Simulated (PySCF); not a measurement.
# Ionisation energy of O by level of theory

O [He] 2s2 2p4 (3P) → O⁺ [He] 2s2 2p3 (4S), as a difference of total energies. Calculation: PySCF 2.14, in cc-pVDZ-DK (3s2p1d, 14 functions); scalar relativity by spin-free X2C-1e. Correlated levels: valence: 1s2 frozen. The calculations carry no spin-orbit coupling.

```csv
method,ionisation energy (eV),error (eV)
UHF,11.954,-1.654
M06-2X,13.510,-0.098
BP86,13.980,+0.372
MP2 (valence),12.828,-0.780
SCS-MP2 (valence),12.849,-0.759
CCSD (valence),12.833,-0.775
CCSD(T) (valence),12.839,-0.769
```

Reference: 13.608 eV (measured; NIST levels, between the centres of gravity of the two terms).

Errors of the correlated levels include the incompleteness of this basis and the frozen core.
